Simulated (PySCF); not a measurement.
H3SiSiCl3, optimised at B3LYP/6-31G*:

```xyz
8

Si    -0.0123    -0.0337     0.1068
Si    -0.0168     0.8961    -2.0456
Cl     1.9159     1.1015    -2.7671
Cl    -0.9010     2.7713    -2.0396
Cl    -1.0698    -0.3043    -3.3678
H      0.6295    -1.3707     0.0413
H      0.7535     0.8650     1.0069
H     -1.4175    -0.1559     0.5702
```

Energies from PySCF (xtb for GFN2), thermal terms from the rigid-rotor harmonic-oscillator model, ideal gas at 1 bar. 6-31G* has spherical d functions here. All species are closed-shell singlets. B3LYP is the form with VWN-RPA correlation. H3SiSiCl3: computed as isolated molecules; such fragments, hydroxides, amides, oligomers or adducts are transient or little studied in the gas.

Q: List the harmonic frequencies (cm⁻¹, unscaled) at this level and at the other levels, each on its own geometry.

A: 
- B3LYP/6-31G*: 106, 106, 110, 180, 180, 201, 356, 516, 516, 558, 587, 587, 882, 939, 939, 2257, 2279, 2279
- GFN2-xTB: 36, 86, 86, 146, 146, 172, 332, 455, 456, 487, 487, 521, 768, 775, 775, 2265, 2268, 2268
- HF/6-31G*: 110, 116, 116, 196, 196, 218, 388, 564, 564, 604, 632, 632, 981, 1025, 1025, 2396, 2404, 2404
- PBE/def2-SVP: 92, 93, 121, 168, 169, 191, 352, 492, 492, 546, 589, 589, 826, 895, 895, 2167, 2187, 2187
- PBE0/def2-TZVP: 100, 100, 104, 177, 177, 200, 365, 505, 505, 561, 597, 597, 864, 930, 930, 2230, 2248, 2248
